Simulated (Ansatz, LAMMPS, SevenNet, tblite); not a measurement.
## How well does each level of theory give the cohesive energy of zinc-blende ZnS?

Reference value: 3.21 eV/atom (measured, zero-point energy (9/8 kB θD) added and atomic spin-orbit splittings removed, spin-orbit-averaged atoms; as tabulated in Albrecht et al. (1997), arXiv:cond-mat/9706128).

```csv
level (code),value (eV/atom),cell (Å³/atom)
Stillinger–Weber CdTeZnSeHgS0.sw (LAMMPS),3.08,19.75
IPEA1-xTB (tblite),___,19.47
SevenNet-l3i5 (SevenNet),2.97,20.24
LDA (Ansatz),___,18.57
PBE (Ansatz),2.91,20.16
r²SCAN (Ansatz),3.20,19.56
PBE0 (Ansatz),2.98,19.90
```

Question: Fill in the missing entries.

Answer: 
- IPEA1-xTB (tblite), value (eV/atom): 4.45
- LDA (Ansatz, an electronic-structure program), value (eV/atom): 3.72

Errors against the reference: Stillinger–Weber CdTeZnSeHgS0.sw -0.13 eV/atom, IPEA1-xTB +1.24 eV/atom, SevenNet-l3i5 -0.24 eV/atom, LDA +0.51 eV/atom, PBE -0.30 eV/atom, r²SCAN -0.01 eV/atom, PBE0 -0.23 eV/atom.

Leaving aside Stillinger–Weber CdTeZnSeHgS0.sw, IPEA1-xTB, SevenNet-l3i5, which can be fitted to such values or carry a doubt: Closest of these to the reference: r²SCAN (-0.01 eV/atom). LDA (+0.51 eV/atom) misses by most. Of these only r²SCAN lands within 0.1 eV/atom.

Stillinger–Weber CdTeZnSeHgS0.sw: the potential file covers more elements than this solid holds. IPEA1-xTB: the free atoms are run in the same model without spin. IPEA1-xTB: this parameter set was refitted to ionisation energies, not structures. IPEA1-xTB: the run uses a supercell at the zone centre in place of a k mesh. SevenNet-l3i5: free atoms can lie outside what these potentials were trained on. Each level is taken at its own relaxed cell. Cutoffs and k meshes differ between the levels. Ansatz's density-functional and Hartree–Fock values are scalar-relativistic unless marked +SOC, with PAW data made under PBE.

Empirical potentials (Stillinger–Weber CdTeZnSeHgS0.sw) are fitted to chosen data, which need not cover the solid at hand: agreement can be built in, and what lay outside the fit can be far off. Machine-learned potentials (SevenNet-l3i5) are trained on DFT data, which may include these solids.

Differences are worked out from the printed values.
